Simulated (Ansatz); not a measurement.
CH5AlO, SMILES [CH3][AlH][OH]: a ladder of basis sets, run with Ansatz 0.2.0 through its Python package.

Script `ch5alo.py`:
```python
"""Basis-set convergence for CH5AlO."""

import ansatz
from ase import Atoms


def main() -> None:
    atoms = Atoms(["C", "Al", "O", "H", "H", "H", "H", "H"], positions=[
        (-0.7213, 0.9168, -0.0351),
        (0.545, -0.4891, -0.4073),
        (0.4444, -2.047, 0.5383),
        (-0.159, 1.8898, 0.2674),
        (-1.4594, 0.6324, 0.7407),
        (-1.3484, 1.188, -0.9711),
        (1.6972, -0.2829, -1.5209),
        (1.0937, -1.8652, 1.3322),
    ])
    molecule = ansatz.Crystal.molecule_from_ase(atoms)

    calculation = (
        molecule.calculation()
        .functional("b3lyp", dispersion="d4")
        .accuracy("medium")
    )

    energies = {}
    for basis in ["cc-pVDZ", "cc-pVTZ"]:
        rep = calculation.basis(gaussian=basis).run().report
        size = rep["n_frozen"] + rep["n_occupied"][0] + rep["n_virtual"][0]
        energies[basis] = (rep["reference_energy_ev"] / 27.211386246, rep["free_energy_ev"] / 27.211386246)
        print(f"{basis:14s} {size:4d} orbitals  reference {energies[basis][0]:14.6f} Ha  total {energies[basis][1]:14.6f} Ha")

    last = energies["cc-pVTZ"][1]
    for basis, (_, total) in energies.items():
        print(f"{basis:14s} lies {27.211386 * (total - last):9.4f} eV above cc-pVTZ")


if __name__ == "__main__":
    main()
```

How far does the total energy move along this ladder of basis sets?

Against cc-pVDZ: cc-pVTZ -64.5 mHa. The last step alone is -64.50 mHa. From the first set to the last the time grows from 2.5 to 6.0 s.

The output:

```console
$ python ch5alo.py
cc-pVDZ          71 orbitals  reference    -358.818160 Ha  total    -358.824106 Ha
cc-pVTZ         164 orbitals  reference    -358.882663 Ha  total    -358.888609 Ha
cc-pVDZ        lies    1.7552 eV above cc-pVTZ
cc-pVTZ        lies    0.0000 eV above cc-pVTZ
```

What to keep in mind:
- The settings weren't tested for convergence.
- The geometry is a force-field or estimated start, not a minimum of this method, and the last set is no limit. Much of the fall in a total is atomic energy, which cancels in bond and reaction energies.
- Total less reference energy is the dispersion correction.
- b3lyp holds the VWN-RPA fit, as in Gaussian; the form of ORCA and Turbomole is b3lyp5.
- For Al to Cl the sets with a tight d function, cc-pV(X+d)Z, are usual.
- Run time: 9.3 s on 1 thread of Arm Neoverse N1, on a shared host, peak memory 0.34 GiB.
